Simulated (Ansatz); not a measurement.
# GaH, triplet: reading a ladder of total energies

Geometry: a point of a stretch scan, not a stationary point.

```yaml
atoms:
  - { symbol: Ga, position_ang: [0.0000, 0.0000, 0.0000] }
  - { symbol: H, position_ang: [0.0000, 0.0000, 5.3690] }
```

Basis cc-pVQZ; Ansatz 0.2.0. Correlated methods freeze the noble-gas cores and the filled d shells of p-block atoms, which leaves 4 electrons in 84 orbitals. R marks a restricted (for open shells ROHF) determinant. No spin–orbit coupling is included, and no scalar relativity.

Full CI is exact within this basis and frozen core; it isn't the basis-set limit.

Runs differ by some tens of microhartree through their thresholds and, for an open shell, their frozen cores, so steps under 0.03 kcal/mol mean nothing.

| level | total energy (hartree) |
| --- | --- |
| RHF | -1923.760942 |
| RMP2 | -1923.800404 |
| RCCSD | -1923.812181 |
| RCCSD(T) | -1923.813292 |
| RCCSDT | -1923.813599 |
| RCCSDT(Q) | -1923.813599 |
| full CI | -1923.813582 |

Q: What is the correlation energy at full CI, and what share of it do RMP2 and RCCSD(T) recover?

A: E(corr) = -1923.813582 − (-1923.760942) = -0.052640 hartree = -1.432 eV. RMP2: -0.039462 / -0.052640 = 74.97 %. RCCSD(T): -0.052350 / -0.052640 = 99.45 %.

Q: By how many kcal/mol does RCCSD(T) miss full CI (1 hartree = 627.509 kcal/mol), and which steps make up the rest?

A: -1923.813292 − (-1923.813582) = 0.000290 hartree = 0.18 kcal/mol. Steps: RCCSDT − RCCSD(T) = -0.19, RCCSDT(Q) − RCCSDT = 0.00, full CI − RCCSDT(Q) = 0.01 kcal/mol. That is within 1 kcal/mol of the reference in this basis, which itself misses far more of the correlation at the basis-set limit.
